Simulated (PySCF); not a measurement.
Simulated Cl 2p region for `[AlH3-][CH2]Cl`, binding energy against the vacuum level.

Every computed line was given a Gaussian of 0.6 eV full width at half maximum and an area set by the number of equivalent atoms (split 2:1 within a doublet); the highest printed point is 100. Level of theory: delta-SCF UKS SCAN, pcX-2 on the ionised atom, pcseg-1 elsewhere, spin-free X2C (PySCF).

| binding energy (eV) | intensity |
| --- | --- |
| 200.3 | 0 |
| 200.4 | 1 |
| 200.5 | 3 |
| 200.6 | 8 |
| 200.7 | 19 |
| 200.8 | 35 |
| 200.9 | 58 |
| 201.0 | 81 |
| 201.1 | 97 |
| 201.2 | 100 |
| 201.3 | 88 |
| 201.4 | 67 |
| 201.5 | 43 |
| 201.6 | 24 |
| 201.7 | 11 |
| 201.8 | 5 |
| 201.9 | 2 |
| 202.0 | 1 |
| 202.1 | 1 |
| 202.2 | 3 |
| 202.3 | 6 |
| 202.4 | 13 |
| 202.5 | 23 |
| 202.6 | 34 |
| 202.7 | 45 |
| 202.8 | 50 |
| 202.9 | 48 |
| 203.0 | 40 |
| 203.1 | 28 |
| 203.2 | 17 |
| 203.3 | 9 |
| 203.4 | 4 |
| 203.5 | 1 |
| 203.6 | 0 |
| 203.7 | 0 |

Count the maxima, the lines and the sites behind this envelope.

The curve has 2 maxima (at 201.2 and 202.8 eV). Under it lie 2 lines from 1 inequivalent chlorine site, drawn as a 2p3/2, 2p1/2 pair.

Decompose the envelope and assign each component. Numbering: `[AlH3-:1][CH2:2][Cl:3]`.

```csv
position (eV),relative area,line,atoms,environment
201.17,0.67,Cl 2p3/2,Cl3,alkyl chlorine
202.82,0.33,Cl 2p1/2,Cl3,alkyl chlorine
```

What are the centre and the root-mean-square width of the whole band?

The area-weighted mean of the lines is 201.72 eV. Their own spread about it is 0.78 eV (rms) and each Gaussian has σ = 0.6/2.355 = 0.25 eV; the variances add, which gives 0.82 eV.

No satellites, vibrations or lifetime broadening are included. The 2p values aren't plain energy differences: one relaxed spin-free 2p hole is combined with a matrix within the shell (ground-state 2p orbital-energy differences and spin–orbit coupling). 2p3/2, the mean of its two sublevels, lies a third of the splitting below the shell's mean and 2p1/2 two thirds above it; the statistical areas are 2:1. 2p1/2 minus 2p3/2 (ligand field included): Cl 1.65 eV. The species carries charge -1, so core ionisation leaves a neutral species. The basis sets have no added diffuse functions. Geometry: PBE0-D3(BJ)/def2-SVP; no solvent, vibrations or thermal averaging.

Time: 10 s wall. Hardware: an x86-64 server with one thread (shared host).
